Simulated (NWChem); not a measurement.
How basis sets differ on PH3 (phosphine)

PH3 has 4 atoms, charge 0, and is taken as a singlet. SMILES: `P`. The coordinates come from a PBE0-D4/def2-TZVP relaxation.

Each level gives the vertical ionisation energy (to the doublet cation) (eV). The values are calculated.

```tsv
level	kind	program	value (eV)	CPU time (all runs)
wB97X/DGauss-DZVP	range-separated hybrid	NWChem	10.56	7.9 s
wB97X/SBKJC-VDZ (core potential)	range-separated hybrid	NWChem	10.44	5.8 s
wB97X/jorge-TZP	range-separated hybrid	NWChem	10.55	48 s
wB97X/MINI	range-separated hybrid	NWChem	12.39	5.1 s
wB97X/LANL2DZ (core potential)	range-separated hybrid	NWChem	10.53	6.5 s
wB97X/MIDI!	range-separated hybrid	NWChem	10.52	7.6 s
wB97X/jorge-DZP	range-separated hybrid	NWChem	10.56	11 s
```

The values span 10.44 to 12.39 eV. Without the sets that lack polarisation functions the rows with a basis span only 10.52 to 10.56 eV. Times are those of the runs behind each value, whatever else they computed, on shared processors of several kinds: orders of magnitude only.
